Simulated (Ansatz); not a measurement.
Ansatz (a quantum-chemistry and plane-wave program) input (PBE0/6-311G**): A basis named .json is the Basis Set Exchange file of that set (core-valence sets with the plain set on hydrogen).

Ansatz 0.2 input:
```yaml
crystal:
  periodic: [false, false, false]
  atoms:
    - {symbol: H, position_ang: [-0.00000000, -0.00000000, -0.37201156]}
    - {symbol: H, position_ang: [0.00000000, 0.00000000, 0.37201156]}
basis:
  gaussian:
    orbitals: 6-311G__.json
hamiltonian:
  xc: {name: PBE0}
magnetization: {spin_polarized: false}
```

Output:

```
Functional definition: PBE0
integrals: 0.00 GiB planned
88 factors; their error is unknown
mean field: 0.04 GiB planned
mean field evaluation 1: about -31.7024 eV, gradient 5.0e0 eV
mean field evaluation 2: about -31.7872 eV, gradient 7.3e-1 eV
mean field evaluation 4: about -31.7871 eV, gradient 5.4e-2 eV
mean field evaluation 8: about -31.7871 eV, gradient 2.5e-5 eV
mean field -31.78713225 eV, -1.1681555641 hartree, gradient 2.5e-5 eV, S^2 0.000000; 0 other end points of the search recorded, 0 dependent functions left out
reference -31.78714822 eV, -1.1681561508 hartree; 1, 1 occupied and 11, 11 virtual orbitals, 88 factors
Total energy: -31.78714822 eV, -1.1681561508 hartree
```
